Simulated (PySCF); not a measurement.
**Spin-Hamiltonian simulation**

Molecule: `O=C1C=C(F)C1`, C₄H₃FO.

Geometry:
```json
{"atom": "O1", "x (Å)": "2.236", "y (Å)": "0.323", "z (Å)": "0.008"}
{"atom": "C2", "x (Å)": "1.048", "y (Å)": "0.232", "z (Å)": "-0.018"}
{"atom": "C3", "x (Å)": "-0.090", "y (Å)": "1.136", "z (Å)": "-0.283"}
{"atom": "C4", "x (Å)": "-0.953", "y (Å)": "0.132", "z (Å)": "-0.073"}
{"atom": "F5", "x (Å)": "-2.269", "y (Å)": "0.046", "z (Å)": "-0.104"}
{"atom": "C6", "x (Å)": "0.056", "y (Å)": "-0.939", "z (Å)": "0.228"}
{"atom": "H7", "x (Å)": "-0.181", "y (Å)": "2.173", "z (Å)": "-0.539"}
{"atom": "H8", "x (Å)": "0.048", "y (Å)": "-1.337", "z (Å)": "1.241"}
{"atom": "H9", "x (Å)": "0.117", "y (Å)": "-1.759", "z (Å)": "-0.485"}
```

PySCF calculation with coordinates at the GFN2-xTB level, GIAO PBE0/pcSseg-1 shieldings and J: B3LYP/pcJ-1; relativity neglected, averaged over atoms made equivalent by symmetry, fast rotation or ring inversion, a single conformation, gas phase.

Referencing at the same level of theory: 1H against TMS.

Shifts (ppm): F5 -58.8, H7 5.08, H8/H9 3.36.
Couplings (Hz): F5–H7: -7.3; F5–H8, F5–H9: -6.4; H7–H8, H7–H9: -1.4; H8–H9: -16.9.

The 4-spin Hamiltonian (Zeeman plus full scalar coupling among like nuclei) was diagonalised exactly; lines are Lorentzian, 1.0 Hz wide, and the maxima above 3 % are listed with the tallest set to 100.

Question: Give the 1H peak list of this spin system at 80 MHz.

Answer: 
Hz from δ = 0 (height): 411.4 (28), 410.1 (49), 408.7 (29), 404.1 (28), 402.8 (49), 401.4 (28), 272.7 (99), 271.3 (98), 266.3 (100), 264.9 (98)

Question: And at 700 MHz?

Answer: 
| Hz | ppm | height |
| --- | --- | --- |
| 3561.0 | 5.087 | 28 |
| 3559.7 | 5.085 | 50 |
| 3558.3 | 5.083 | 29 |
| 3553.7 | 5.077 | 29 |
| 3552.4 | 5.075 | 50 |
| 3551.0 | 5.073 | 28 |
| 2355.9 | 3.366 | 99 |
| 2354.5 | 3.364 | 100 |
| 2349.5 | 3.356 | 100 |
| 2348.1 | 3.354 | 99 |
